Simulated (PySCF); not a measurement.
**Bond curve of AlCl**

Set-up: PySCF, no relativity, basis sets Al aug-cc-pV(D+d)Z, Cl aug-cc-pV(D+d)Z. Energies in eV from Al + Cl in their ground configurations at the same level. State: ¹Σ⁺ (singlet), closed shell.

Curves on a restricted Hartree–Fock reference rise too fast on stretching and do not dissociate correctly.

```tsv
R (Å)	RHF-MP2	r²SCAN
1.872	-4.201	-4.352
1.959	-4.692	-4.818
2.046	-4.962	-5.067
2.112	-5.060	-5.152
2.177	-5.093	-5.174
2.242	-5.075	-5.146
2.329	-4.994	-5.054
2.438	-4.829	-4.880
2.569	-4.575	-4.617
2.743	-4.191	-4.228
```

Put a parabola through the three lowest points of the RHF-MP2 curve and estimate Re, k and ωe (reduced mass 15.23 u; 1 eV/Å² = 0.16022 mdyn/Å; ωe = 1302.8·√(k/μ) cm⁻¹).

Through R = 2.112, 2.177, 2.242 Å the second-order coefficient is 6.04 eV/Å², so Re ≈ 2.187 Å, k ≈ 1.93 mdyn/Å and ωe ≈ 464 cm⁻¹. A polynomial fit of higher order to the unrounded RHF-MP2 energies gives Re = 2.184 Å, k = 1.82 mdyn/Å, ωe = 450 cm⁻¹; anharmonicity and rounding make the difference.

The higher-order fit for each curve: RHF-MP2: Re = 2.184 Å, ωe = 450 cm⁻¹, De = 5.09 eV; r²SCAN: Re = 2.170 Å, ωe = 456 cm⁻¹, De = 5.17 eV.

Correlated steps freeze 10 core orbitals. Correlated levels converge slowly with the basis: in double zeta they bind strong bonds too weakly, by up to about 1 eV, and carry superposition errors of some tenths. Where the molecule has an RHF reference, its open-shell atoms are computed with UHF.
